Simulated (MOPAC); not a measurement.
MOPAC input (PM7):

```
PM7 FORCE THERMO(298,298) PRECISE LET CHARGE=1 GEO-OK AUX(PRECISION=9) THREADS=1
CH3O2

O    -1.05841850 1   -0.44388958 1   -0.11475626 1
C    -0.12275200 1    0.42890215 1   -0.04638457 1
O     1.12570613 1    0.20877976 1    0.14018261 1
H    -0.86910202 1   -1.43994657 1   -0.02018254 1
H    -0.42899471 1    1.49893100 1   -0.16210521 1
H     1.49144867 1   -0.73455367 1    0.25534920 1
```

Q: Which zero-point energy does it print?

A: 23.56 kcal/mol, from the harmonic wavenumbers of PM7.
